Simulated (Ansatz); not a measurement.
## Chalcopyrite CdGeAs2

These are rVV10 (Ansatz, a quantum-chemistry and plane-wave program, plane waves, PAW) values and carry that method's errors.

Run with plane-wave cutoff 500 eV, 10×10×10 k mesh, Fermi–Dirac smearing 0.05 eV, scalar-relativistic PAW data made under PBE.

Cell (relaxed at this level):

CdAs₂Ge is taken in the tetragonal space group I-42d (No. 122), the chalcopyrite structure, Pearson symbol tI16. Cell: a = 6.084 Å, b = 6.084 Å, c = 11.544 Å, α = 90.00°, β = 90.00°, γ = 90.00°. Cd on 4a is coordinated by 4 As at 2.686 Å (tetrahedral). Ge on 4b has 4 As at 2.501 Å (tetrahedral). As on 8d sees 2 Ge at 2.501 Å and 2 Cd at 2.686 Å (tetrahedral). (Neighbours: up to the widest gap in distance over summed covalent radii, below 1.35, at either atom; cation-cation and far metal-metal contacts left out.)
(The calculation used a cell of 8 atoms; values per cell refer to that cell.)

| Property | Value |
|---|---|
| band gap | zero (no gap) |

Measured, for comparison: band gap 0.57 eV (temperature not stated, no zero-point or thermal correction, direct; as tabulated in Rashkeev et al. (1999), arXiv:cond-mat/9809378).

Spin–orbit coupling is not included.

The computed numbers hold no vibrational or temperature effects.
